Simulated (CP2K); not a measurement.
# C3H5FO (SMILES CC1OC1F) at 3 levels

Aim: a comparison of 3 runs (GFN2-xTB, MNDO, GFN0-xTB) of C3H5FO. 

Program for the calculation: CP2K 2026.2.

3 further runs of the same task are left out: 3 set aside as unsound or not needed.

## (1) The molecule

C3H5FO: 10 atoms, total charge 0, spin state singlet. SMILES: `CC1OC1F`. The shape is that of a GFN2-xTB optimisation.

Bond lengths: C1–C2 1.505 Å, C2–O3 1.415 Å, C2–C4 1.461 Å, O3–C4 1.367 Å, C4–F5 1.356 Å, C1–H6 1.087 Å, C1–H7 1.087 Å, C1–H8 1.087 Å, C2–H9 1.087 Å, C4–H10 1.086 Å. Some angles: C1–C2–O3 118.2°, C1–C2–C4 121.9°, O3–C2–C4 56.7°, C2–O3–C4 63.3°, C2–C4–O3 60.0°, C2–C4–F5 118.9°, O3–C4–F5 116.2°, C1–C2–H9 116.1°, O3–C2–H9 113.6°, C4–C2–H9 116.6°.

## (2) Energy and gradient at GFN2-xTB (run 1)

molecule.xyz

```xyz
10

C     -0.547890     0.635870     0.980310
C      0.500290    -0.045420     0.142360
O      0.843290     0.534920    -1.101920
C      0.180910    -0.659690    -1.143970
F      0.902990    -1.731660    -1.555400
H     -1.326450     1.052520     0.346650
H     -0.988930    -0.081000     1.668470
H     -0.097920     1.442770     1.553500
H      1.350440    -0.456520     0.680620
H     -0.816740    -0.691790    -1.570620
```

qs.inp

```
&GLOBAL
    PROJECT_NAME qs
    RUN_TYPE ENERGY_FORCE
    PRINT_LEVEL MEDIUM
&END GLOBAL
&FORCE_EVAL
    METHOD QS
    &DFT
        CHARGE 0
        MULTIPLICITY 1
        &QS
            METHOD XTB
            EPS_DEFAULT 1.0E-10
            &XTB
                GFN_TYPE TBLITE
                &TBLITE
                    METHOD GFN2
                &END TBLITE
                CHECK_ATOMIC_CHARGES F
            &END XTB
        &END QS
        # no periodic images
        &POISSON
            PERIODIC NONE
            POISSON_SOLVER ANALYTIC
        &END POISSON
        &SCF
            SCF_GUESS ATOMIC
            EPS_SCF 1.0E-06
            MAX_SCF 77
            ADDED_MOS 8
            &DIAGONALIZATION
                ALGORITHM STANDARD
            &END DIAGONALIZATION
            &MIXING
                METHOD DIRECT_P_MIXING
                ALPHA 1
            &END MIXING
            &SMEAR ON
                METHOD FERMI_DIRAC
                ELECTRONIC_TEMPERATURE [K] 300
            &END SMEAR
        &END SCF
        # extra output
        &PRINT
            &MOMENTS
                PERIODIC F
                REFERENCE COM
                MAX_MOMENT 1
            &END MOMENTS
            &MO ON
                ENERGIES T
                OCCUPATION_NUMBERS T
                NDIGITS 6
                &EACH
                    QS_SCF 0
                &END EACH
                ADD_LAST NUMERIC
            &END MO
            &HIRSHFELD OFF
            &END HIRSHFELD
        &END PRINT
    &END DFT
    &SUBSYS
        &CELL
            ABC [angstrom] 12.7 13.2 13.2
            PERIODIC NONE
        &END CELL
        &TOPOLOGY
            COORD_FILE_NAME molecule.xyz
            COORD_FILE_FORMAT XYZ
            &CENTER_COORDINATES
            &END CENTER_COORDINATES
        &END TOPOLOGY
    &END SUBSYS
    &PRINT
        &FORCES ON
        &END FORCES
    &END PRINT
&END FORCE_EVAL
```

Started as:

```sh
OMP_NUM_THREADS=1 cp2k.psmp qs.inp > qs.out
```

Log:

```text
CP2K| version string:                                       CP2K version 2026.2
[...]
 GLOBAL| Method name                                                        CP2K
[...]
 GLOBAL| Run type                                                   ENERGY_FORCE
[...]
                             - Atoms:                                         10
[...]
                             - Spherical basis functions:                     25
[...]
 Number of electrons:                                                         30
[...]
  *** SCF run converged in    13 steps ***
[...]
  Fermi energy:                                                -0.13543658654811
[...]
 TB_DIPOLE| Moment [Debye]         -1.99990684       0.37112804       2.30084425
 TB_DIPOLE| Derivative [a.u.]       0.00000000       0.00000000       0.00000000
[...]
 ENERGY| Total FORCE_EVAL ( QS ) energy [hartree]            -17.745868870038457
 FORCES| Atomic forces [hartree/bohr]
 FORCES|   Atom     x               y               z               |f|
 FORCES|      1  4.74434787E-05  1.12162794E-04 -8.71734550E-05   1.49768446E-04
 FORCES|      2 -8.11777349E-05 -7.86905485E-05 -1.22504941E-06   1.13064264E-04
 FORCES|      3 -1.36294086E-05 -1.09056011E-05 -3.15335709E-05   3.60424612E-05
 FORCES|      4  1.83172239E-04 -3.19597349E-05  4.80055554E-06   1.86001449E-04
 FORCES|      5 -9.49843892E-05  6.91627855E-05  1.73869848E-05   1.18776396E-04
 FORCES|      6 -5.21857708E-05 -3.73603675E-05 -2.71783754E-05   6.96980331E-05
 FORCES|      7 -4.53306169E-05 -6.00003986E-05  1.07331697E-04   1.31053446E-04
 FORCES|      8  1.31497458E-05  1.22540295E-05  2.21728071E-05   2.85431328E-05
 FORCES|      9  3.89579779E-05 -7.69865586E-06 -1.58806535E-05   4.27690133E-05
 FORCES|     10  4.58447948E-06  3.30356973E-05  1.12990600E-05   3.52142514E-05
 FORCES| Sum     1.24879761E-16  6.98226199E-17 -4.86163030E-17
 FORCES| Total atomic force                                       1.51108233E-16
[...]
```

Run time: 0.4 s. Hardware: 1 thread of Arm Neoverse N1, shared host; peak memory 0.14 GiB.

## (3) Energy and gradient at MNDO (run 2)

molecule.xyz is that of step 2.

gas.inp

```
&GLOBAL
  PROJECT_NAME gas
  RUN_TYPE ENERGY_FORCE
  PRINT_LEVEL MEDIUM
&END
&FORCE_EVAL
  METHOD QS
  &DFT
    &QS
      METHOD MNDO
      EPS_DEFAULT 1.0E-10
      &SE
        &COULOMB
          CUTOFF [angstrom] 50
          RC_RANGE [angstrom] 0
        &END
        &EXCHANGE
          CUTOFF [angstrom] 50
          RC_RANGE [angstrom] 0
        &END
      &END
    &END
    &POISSON
      PERIODIC NONE
      POISSON_SOLVER ANALYTIC
    &END
    &SCF
      SCF_GUESS ATOMIC
      EPS_SCF 1.0E-06
      MAX_SCF 80
      ADDED_MOS 4
      LEVEL_SHIFT 1
      &DIAGONALIZATION
        ALGORITHM STANDARD
      &END
      &MIXING
        METHOD DIRECT_P_MIXING
        ALPHA 0.4
      &END
    &END
    &PRINT
      &MOMENTS
        PERIODIC F
        REFERENCE COM
        MAX_MOMENT 1
      &END
      &MO ON
        ENERGIES T
        OCCUPATION_NUMBERS T
        NDIGITS 6
        &EACH
          QS_SCF 0
        &END
        ADD_LAST NUMERIC
      &END
      &HIRSHFELD OFF
      &END
    &END
  &END
  &SUBSYS
    &CELL
      ABC 14.7 15.2 15.2
      PERIODIC NONE
    &END
    &TOPOLOGY
      COORD_FILE_NAME molecule.xyz
      COORD_FILE_FORMAT XYZ
      &CENTER_COORDINATES
      &END
    &END
  &END
  &PRINT
    &FORCES ON
    &END
  &END
&END
```

Started as:

```sh
OMP_NUM_THREADS=1 cp2k.psmp -i gas.inp -o gas.out
```

Log:

```text
CP2K| version string:                                       CP2K version 2026.2
[...]
 GLOBAL| Method name                                                        CP2K
[...]
 GLOBAL| Run type                                                   ENERGY_FORCE
[...]
                             - Atoms:                                         10
[...]
                             - Spherical basis functions:                     25
[...]
 Number of electrons:                                                         30
[...]
     1 P_Mix/Diag. 0.40E+00    0.0     0.66820459       -38.2340519576 -3.82E+01
[...]
    32 DIIS/Diag.  0.58E-06    0.0     0.00000072       -46.1320954390 -9.61E-12
  *** SCF run converged in    32 steps ***
  Core-core repulsion energy [eV]:                           2403.52842904495947
  Core Hamiltonian energy [eV]:                             -2040.81905383772164
  Two-electron integral energy [eV]:                        -3236.05506461115283
  Electronic energy [eV]:                                   -3658.84658614329783
  Total energy [eV]:                                        -1255.31815709833882
  Atomic reference energy [eV]:                              1252.51561080332363
  Heat of formation [kcal/mol]:                               -64.62825800779223
[...]
 SE_DIPOLE| Moment [Debye]          1.90584780      -0.19399584      -1.72590856
 SE_DIPOLE| Derivative [a.u.]       0.00000000       0.00000000       0.00000000
 ENERGY| Total FORCE_EVAL ( QS ) energy [hartree]            -46.132095439019466
 FORCES| Atomic forces [hartree/bohr]
 FORCES|   Atom     x               y               z               |f|
 FORCES|      1  8.19635330E-03  6.84482874E-04  2.01192183E-05   8.22490906E-03
 FORCES|      2  3.38181220E-03  1.58067049E-02  5.07962588E-02   5.33061768E-02
 FORCES|      3  3.71764066E-02  5.30811981E-02 -1.93410370E-02   6.76296867E-02
 FORCES|      4 -1.77977924E-02 -9.42778230E-02 -5.14510655E-02   1.08868184E-01
 FORCES|      5 -3.63523404E-03  1.40223485E-02 -2.58945147E-03   1.47155171E-02
 FORCES|      6 -1.67109685E-02  8.73793821E-03 -5.82592293E-03   1.97370061E-02
 FORCES|      7 -7.80919231E-03 -1.08084706E-02  1.13163838E-02   1.74890555E-02
 FORCES|      8  5.50508121E-03  1.35776250E-02  1.08292581E-02   1.82189640E-02
 FORCES|      9  1.30271109E-02 -1.64529556E-03  1.74641504E-02   2.18496949E-02
 FORCES|     10 -2.13335771E-02  8.21291607E-04 -1.12186934E-02   2.41175271E-02
 FORCES| Sum    -1.41900380E-15 -1.27675648E-15 -9.22872889E-16
 FORCES| Total atomic force                                       2.12022953E-15
[...]
```

It took 0.44 s on 1 thread of Arm Neoverse N1, shared host; peak memory 0.14 GiB.

## (4) Energy and gradient at GFN0-xTB (run 3)

qs.inp

```
&GLOBAL
   PROJECT_NAME qs
   RUN_TYPE ENERGY_FORCE
   PRINT_LEVEL MEDIUM
&END GLOBAL

&FORCE_EVAL
   METHOD QUICKSTEP
   &DFT
      # Quickstep
      &QS
         METHOD XTB
         EPS_DEFAULT 1.0E-10
         &XTB
            GFN_TYPE 0
            CHECK_ATOMIC_CHARGES F
         &END XTB
      &END QS
      &POISSON
         PERIODIC NONE
         POISSON_SOLVER ANALYTIC
      &END POISSON
      # self-consistent field
      &SCF
         SCF_GUESS ATOMIC
         EPS_SCF 1.0E-07
         MAX_SCF 150
         ADDED_MOS 2
         &DIAGONALIZATION
            ALGORITHM STANDARD
         &END DIAGONALIZATION
         &MIXING
            METHOD DIRECT_P_MIXING
            ALPHA 0.4
         &END MIXING
         &SMEAR ON
            METHOD FERMI_DIRAC
            ELECTRONIC_TEMPERATURE [K] 300
         &END SMEAR
      &END SCF
      # extra output
      &PRINT
         &MOMENTS
            PERIODIC F
            REFERENCE COM
            MAX_MOMENT 1
         &END MOMENTS
         &MO ON
            ENERGIES T
            OCCUPATION_NUMBERS T
            NDIGITS 6
            &EACH
               QS_SCF 0
            &END EACH
            ADD_LAST NUMERIC
         &END MO
         &HIRSHFELD OFF
         &END HIRSHFELD
      &END PRINT
   &END DFT
   &SUBSYS
      # vacuum box
      &CELL
         ABC 18.7 19.2 19.2
         PERIODIC NONE
      &END CELL
      &COORD
         UNIT bohr
         C     -1.0353620     1.2016202     1.8525174
         C      0.9454111    -0.0858314     0.2690214
         O      1.5935871     1.0108523    -2.0823270
         C      0.3418704    -1.2466334    -2.1617900
         F      1.7064038    -3.2723631    -2.9392800
         H     -2.5066272     1.9889745     0.6550736
         H     -1.8688069    -0.1530678     3.1529513
         H     -0.1850420     2.7264402     2.9356895
         H      2.5519617    -0.8626978     1.2861854
         H     -1.5434149    -1.3072936    -2.9680416
      &END COORD
      &TOPOLOGY
         &CENTER_COORDINATES
         &END CENTER_COORDINATES
      &END TOPOLOGY
   &END SUBSYS
   # extra output
   &PRINT
      &FORCES ON
      &END FORCES
   &END PRINT
&END FORCE_EVAL
```

Started as:

```sh
OMP_NUM_THREADS=1 cp2k.psmp -i qs.inp > qs.out 2>&1
```

Log:

```text
CP2K| version string:                                       CP2K version 2026.2
[...]
 GLOBAL| Method name                                                        CP2K
[...]
 GLOBAL| Run type                                                   ENERGY_FORCE
[...]
                             - Atoms:                                         10
[...]
                             - Spherical basis functions:                     30
[...]
 Number of electrons:                                                         30
[...]
  Fermi energy:                                                -0.17363679676209
[...]
 TB_DIPOLE| Moment [Debye]         -1.59864393       0.36928468       1.32911897
 TB_DIPOLE| Derivative [a.u.]       0.00000000       0.00000000       0.00000000
[...]
 ENERGY| Total FORCE_EVAL ( QS ) energy [hartree]            -16.209976965356748
 FORCES| Atomic forces [hartree/bohr]
 FORCES|   Atom     x               y               z               |f|
 FORCES|      1  4.81771196E-03 -2.06508488E-03 -3.29279064E-03   6.19010455E-03
 FORCES|      2 -1.28168277E-03 -9.01566387E-03 -9.67132766E-03   1.32838053E-02
 FORCES|      3  6.29411796E-03  1.09545107E-02 -1.71430127E-03   1.27497472E-02
 FORCES|      4 -9.56663968E-03 -2.43331667E-04  6.21293087E-03   1.14096589E-02
 FORCES|      5  1.99273659E-03  5.17411068E-04  1.99005970E-03   2.86339850E-03
 FORCES|      6 -1.20382569E-03 -6.60358809E-05 -1.89332374E-03   2.24460059E-03
 FORCES|      7 -1.22178266E-03 -1.15114042E-03  1.39397569E-03   2.18198198E-03
 FORCES|      8  7.21052622E-04  1.78514881E-03  1.77021793E-03   2.61540526E-03
 FORCES|      9 -1.72035690E-03  5.90660298E-04  2.74893011E-03   3.29622878E-03
 FORCES|     10  1.16866857E-03 -1.30647416E-03  2.45562900E-03   3.01708050E-03
 FORCES| Sum    -6.14092110E-16  3.46077333E-16 -2.88831459E-16
 FORCES| Total atomic force                                       7.61775723E-16
[...]
```

Run time: 0.38 s. Hardware: 1 thread of Arm Neoverse N1, shared host; peak memory 0.14 GiB.

## (5) All runs side by side

```csv
run,level,iteration cap,cell,energy (Eh),dipole moment (D),HOMO energy (eV),LUMO energy (eV),wall time
1,GFN2-xTB,77,"(12.7, 13.2, 13.2)",-17.745869,3.07,-12.23,-2.79,0.4 s
2,MNDO,80,"(14.7, 15.2, 15.2)",-46.132095,2.58,-11.94,2.02,0.44 s
3,GFN0-xTB,150,"(18.7, 19.2, 19.2)",-16.209977,2.11,-11.25,-3.83,0.38 s
```

## (6) What came out

| quantity | value |
| --- | --- |
| run 3: total energy | -16.20998 Eh |
| run 3: dipole moment (from atomic charges alone) | 2.11 D |
| run 3: HOMO energy | -11.25 eV |
| run 3: LUMO energy | -3.83 eV |
| run 3: HOMO–LUMO gap | 7.42 eV |
| run 3: dispersion energy | -5.35 kJ/mol |
| run 3: largest force on an atom | 0.683 eV/Å |

**Reading.** The dipole moment (its size) runs from 2.11 D (GFN0-xTB) to 3.07 D (GFN2-xTB). Some of these are taken from atomic charges alone. The HOMO–LUMO gap runs from 7.42 eV (GFN0-xTB) to 13.96 eV (MNDO). Force-field and semi-empirical energies have zeros of their own, so their totals don't compare. All runs together took 1.2 s, the longest 0.44 s.
